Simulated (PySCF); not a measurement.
Simulated P 2p region for P2H4, binding energy against the vacuum level.

Every computed line was given a Gaussian of 0.7 eV full width at half maximum and an area set by the number of equivalent atoms (split 2:1 within a doublet); the highest printed point is 100. Computed with delta-SCF UKS SCAN, pcX-2 on the ionised atom, pcseg-1 elsewhere, spin-free X2C (PySCF).

binding energy (eV), intensity and a bar:
```
    135.7          0 
    135.8          1 
    135.9          2 #
    136.0          5 ##
    136.1         11 ###
    136.2         22 ######
    136.3         37 ###########
    136.4         56 #################
    136.5         76 #######################
    136.6         92 ############################
    136.7        100 ##############################
    136.8         97 #############################
    136.9         86 ##########################
    137.0         70 #####################
    137.1         55 #################
    137.2         46 ##############
    137.3         44 #############
    137.4         46 ##############
    137.5         50 ###############
    137.6         51 ###############
    137.7         48 ##############
    137.8         41 ############
    137.9         31 #########
    138.0         21 ######
    138.1         13 ####
    138.2          7 ##
    138.3          3 #
    138.4          1 
    138.5          1 
    138.6          0
```

**Question.** Count the maxima, the lines and the sites behind this envelope.

**Answer.** The curve has 2 maxima (at 136.7 and 137.6 eV). Under it lie 2 lines from 1 inequivalent phosphorus site, drawn as a 2p3/2, 2p1/2 pair.

**Question.** Decompose the envelope and assign each component. Bonds: P1–P2. Hydrogens: H3, H4 on P1; H5, H6 on P2.

**Answer.** 
| position (eV) | relative area | line | atoms | environment |
| --- | --- | --- | --- | --- |
| 136.72 | 1.33 | P 2p3/2 | P1/P2 | phosphorus bonded to P and 2 H |
| 137.61 | 0.67 | P 2p1/2 | P1/P2 | phosphorus bonded to P and 2 H |

**Question.** What are the centre and the root-mean-square width of the whole band?

**Answer.** The area-weighted mean of the lines is 137.02 eV. Their own spread about it is 0.42 eV (rms) and each Gaussian has σ = 0.7/2.355 = 0.30 eV; the variances add, which gives 0.51 eV.

No satellites, vibrations or lifetime broadening are included. Atoms equivalent by their bonding share one computed value, that of the first of them. The 2p values add to the ΔSCF energy of one spin-free hole a correction within the shell (spin–orbit coupling, ligand field). 2p1/2 minus 2p3/2 (ligand field included): P 0.89 eV. The structure is a single PBE0-D3(BJ)/def2-SVP conformer in the gas phase; no vibrational or solvent corrections.
